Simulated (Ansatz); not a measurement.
This Ansatz (an electronic-structure program) input (wB97M-V/aug-cc-pVDZ) gives -153.19429 Eh with 96 basis functions.

Ansatz 0.2 input:
```yaml
crystal:
  periodic: [false, false, false]
  atoms:
    - {symbol: O, position_ang: [1.15064415, 0.27323898, 0.38198658]}
    - {symbol: C, position_ang: [0.02389777, 0.31049500, -0.18794480]}
    - {symbol: H, position_ang: [-0.18242979, 1.19605197, -0.85698703]}
    - {symbol: C, position_ang: [-1.03824297, -0.56806862, -0.13806164]}
    - {symbol: H, position_ang: [-0.99655321, -1.47240569, 0.46326975]}
    - {symbol: H, position_ang: [-1.94009899, -0.36411639, -0.70613676]}
basis:
  gaussian:
    orbitals: aug-cc-pVDZ
hamiltonian:
  xc: {name: wB97M-V}
total_charge: -1
magnetization: {spin_polarized: false}
```

Change:
```diff
- orbitals: aug-cc-pVDZ
+ orbitals: pcseg-2
```

Problem. What does the run give now?

Solution. -153.22901 Eh (wB97M-V/pcseg-2, 132 functions), a change of -34.72 mEh.
